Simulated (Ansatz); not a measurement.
fcc Ni was calculated with r²SCAN-D4 (Ansatz, a first-principles code, PAW).

Settings: plane-wave cutoff 500 eV, 36×36×36 k mesh, Fermi–Dirac smearing 0.1 eV, spin-polarised with parallel moments, scalar-relativistic PAW data made under PBE.

Computed at the level's own relaxed cell.

Q: Predict the volume per atom, lattice parameter a and magnetic moment per atom (the cell's total over its atoms).

A: 
volume per atom: 10.43 Å³/atom
lattice parameter a: 3.468 Å
magnetic moment per atom (the cell's total over its atoms): 0.72 μB

Measured, for comparison: equilibrium volume per atom 10.79 Å³/atom, lattice constant a 3.508 Å (static lattice: zero-point anharmonic expansion removed; as tabulated in Mejia-Rodriguez and Trickey (2018), arXiv:1807.09216). Computed (rounded) less measured: equilibrium volume per atom -3.3 %, lattice constant a -1.1 %.

Moments are spin moments.

Static lattice: no zero-point or thermal effects.

The result took very roughly 6 core-minutes.
